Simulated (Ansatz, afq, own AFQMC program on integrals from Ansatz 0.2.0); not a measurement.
# H2O⁺, doublet in 6-31G, levels against full CI

```xyz
3

O     0.0000   -0.1216    0.0811
H     0.0000    1.4751   -2.1897
H     0.0000    0.4557    0.9022
```

Basis 6-31G. Only valence electrons are correlated. Ansatz 0.2.0 and our own AFQMC program on the same integrals; the CISD trial comes from CCSD amplitudes, and released means the phaseless constraint is let go. ± is one standard error of the sampling.

Determinant: UHF, the one that the program's search chose, which needn't be the lowest solution. The geometry is a point of a scan.

Full CI on the same integrals is exact in this basis and with this determinant's frozen core.

Cautions: strong correlation (T1 0.093, weight of the determinant 0.83, largest double 0.16); unrestricted determinant spin contaminated (⟨S²⟩ 1.74 against 0.75); the released energy hasn't reached full CI (21 meV above it at 2.40 1/Eh), so no released level is given (meV from the phaseless value at times in 1/Eh: -8 ± 4 at 0.24, -13 ± 3 at 0.51, -15 ± 4 at 0.99, -24 ± 8 at 1.62, -11 ± 8 at 2.40).

```
T1 diagnostic                               : 0.0928
weight of the determinant in the CISD state : 0.826
⟨S²⟩ of the determinant                     : 1.736
size of the correlated space                : 7 electrons in 12 orbitals
```

```csv
level,correlation energy (eV)
MP2,-1.5341
CCSD,-1.9754
CCSD(T),-1.9949
```

**Question.** Estimate where full CI lies against CCSD(T) on the same integrals.

**Answer.** 4.9 kJ/mol below CCSD(T).

Reference: full CI, correlation energy -2.045 eV. The cautions show a poor starting determinant, so the rows tell how each method copes with it here, and full CI is the sure value.

```json
{"level": "CCSD(T)", "E − E(reference) (kJ/mol)": "4.9", "share of correlation (%)": "97.53"}
{"level": "CCSDT", "E − E(reference) (kJ/mol)": "0.8", "share of correlation (%)": "99.61"}
{"level": "CCSDT(Q)", "E − E(reference) (kJ/mol)": "-0.1", "share of correlation (%)": "100.07"}
{"level": "CCSDTQ", "E − E(reference) (kJ/mol)": "0.0", "share of correlation (%)": "99.99"}
{"level": "ph-AFQMC/CISD", "E − E(reference) (kJ/mol)": "3.1 ± 0.5", "share of correlation (%)": "98.42"}
```

CCSDT and higher add their correlation energy to the determinant of the CCSD(T) run, since their own runs factorise the integrals more tightly (a shift of under 2 meV). A walk keeps the symmetry of its determinant, which the program's search chose and which needn't be the lowest solution, so a lower state of the same spin and another symmetry isn't excluded.
